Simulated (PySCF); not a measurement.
Record of a relaxation.

Species: SiH3PH2, H5PSi.
Bonds: Si1–P2. Hydrogens: H3, H4, H5 on Si1; H6, H7 on P2.

Computed by this run: PBE0-D3(BJ)/def2-SVP geometry optimisation, gas phase (PySCF 2.14.0); density fitting, grid level 1; the optimiser is geomeTRIC in internal coordinates, started from a GFN2-xTB structure. The frame can shift and turn from step to step; on so coarse a grid that alone can change the energy by a few meV, and forces under 0.02 eV/Å are noise.

Step 0: E = -17235.2400 eV, largest atomic force 1.407 eV/Å
```
atom  x, y, z in Å  |  force x, y, z in eV/Å
Si1    -0.832    0.061   -0.033    0.397  -0.057   0.078
P2      1.329    0.192   -0.591   -0.041   0.583  -1.280
H3     -1.485   -0.761   -1.050   -0.342  -0.294  -0.416
H4     -1.054   -0.531    1.289   -0.148  -0.225   0.514
H5     -1.352    1.427   -0.050   -0.299   0.538  -0.029
H6      1.649   -1.099   -0.211    0.173  -1.048   0.215
H7      1.749    0.715    0.618    0.259   0.502   0.919
```

Step 1: E = -17235.3253 eV, largest atomic force 0.318 eV/Å
```
atom  x, y, z in Å  |  force x, y, z in eV/Å
Si1    -0.703    0.052    0.026   -0.125   0.012  -0.010
P2      1.476    0.194   -0.574    0.148  -0.124   0.252
H3     -1.415   -0.767   -1.003    0.034  -0.001   0.018
H4     -0.944   -0.551    1.373    0.039   0.004  -0.018
H5     -1.280    1.432    0.007    0.036  -0.014   0.010
H6      1.779   -1.159   -0.181   -0.060   0.219  -0.053
H7      1.890    0.751    0.688   -0.072  -0.096  -0.199
```

Step 2: E = -17235.3286 eV, largest atomic force 0.051 eV/Å
```
atom  x, y, z in Å  |  force x, y, z in eV/Å
Si1    -0.704    0.053    0.025   -0.048   0.012  -0.013
P2      1.476    0.192   -0.573    0.034  -0.018   0.030
H3     -1.412   -0.769   -1.002    0.007  -0.004   0.005
H4     -0.935   -0.551    1.372    0.016  -0.002   0.001
H5     -1.275    1.434    0.009    0.008   0.000   0.007
H6      1.770   -1.151   -0.178   -0.008   0.020  -0.008
H7      1.883    0.743    0.683   -0.008  -0.007  -0.022
```

Step 3: E = -17235.3288 eV, largest atomic force under 0.02 eV/Å
```
atom  x, y, z in Å  |  force x, y, z in eV/Å
Si1    -0.705    0.055    0.024   -0.013   0.005  -0.005
P2      1.477    0.190   -0.573    0.007   0.001  -0.009
H3     -1.413   -0.769   -1.002    0.000  -0.001   0.003
H4     -0.929   -0.550    1.372    0.005  -0.001   0.002
H5     -1.273    1.436    0.011    0.002   0.000   0.003
H6      1.766   -1.152   -0.178   -0.001  -0.007   0.002
H7      1.882    0.741    0.682    0.001   0.003   0.005
```

Problem. Summarise the path.

Solution. The energy falls by 2.05 kcal/mol from step 0 to step 3; nine tenths of that is first reached at step 1. It falls at every step. The largest force goes from 1.407 to under 0.02 eV/Å. Among the bonds P2–H6 changes most (a near tie, within 0.001 Å, with another), from 1.383 to 1.429 Å; the atoms move by 0.038 Å rms after alignment.

Problem. Follow the three bonds and two angles with the largest change from start to end.

Solution. 
```
step  E above end (kcal/mol)  largest force (eV/Å)  P2–H6 (Å)  P2–H7 (Å)  Si1–H5 (Å)  H3–Si1–H5 (°)  Si1–P2–H6 (°)
   0                    2.05                 1.407      1.383      1.383       1.462          111.0           95.8
   1                    0.08                 0.318      1.441      1.441       1.496          108.2           94.1
   2                    0.00                 0.051      1.431      1.431       1.494          108.7           93.9
   3                    0.00            under 0.02      1.429      1.429       1.494          108.9           93.8
```

The cost below is that of the whole optimisation. Hardware: one thread of an Arm Neoverse V1, no GPU, on a shared host. Cost: 3.8 s of wall time, 0.29 GiB resident at most.
